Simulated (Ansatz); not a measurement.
## bcc K

Level of theory: rVV10 in Ansatz (plane waves, PAW).

Run with plane-wave cutoff 520 eV, 16×16×16 k mesh, Fermi–Dirac smearing 0.05 eV, scalar-relativistic PAW data made under PBE.

Cell (relaxed at this level):

```
CELL_PARAMETERS angstrom
     -2.56905     2.56905     2.56905
      2.56905    -2.56905     2.56905
      2.56905     2.56905    -2.56905
ATOMIC_POSITIONS crystal
  K  0.00000 0.00000 0.00000
```

```json
{
 "bulk modulus B0": "4.17 GPa",
 "band_gap": "none",
 "pressure derivative B′ of the bulk modulus": "3.8"
}
```

Measured, for comparison: bulk modulus 3.75 GPa (corrected for temperature and zero-point phonon effects; as tabulated in Levämäki et al. (2014), arXiv:1402.3671). Computed (rounded) less measured: bulk modulus +11 %.

Static lattice: no zero-point or thermal effects.

Cost on a shared machine: around 70 core-seconds (rough).

Ansatz is a first-principles code.
